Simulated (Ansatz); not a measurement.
[AlFH3]- (AlH₃F⁻). The state is a singlet with charge -1. Geometry PBE0-D4/def2-TZVPD; atoms count from 1.

Cartesian coordinates in Å:
```
Al -0.0293 0.0021 0.0084
F 1.6216 -0.1145 -0.4638
H -0.6031 1.4698 -0.4546
H -0.1187 -0.1578 1.6406
H -0.8705 -1.1996 -0.7306
```

Estimate the Mulliken populations from the PBE0/def2-TZVPD orbitals of Ansatz.


```csv
atom,charge (e)
Al1,-0.09
F2,-0.45
H3,-0.15
H4,-0.15
H5,-0.15
```
Mulliken values depend strongly on the basis. With diffuse functions, as here, like atoms can get unlike values, and bond orders can come out too low or too high.

And the Mayer bond orders between heavy atoms (over 0.3)?

Al1–F2 0.82 (1.72 Å).
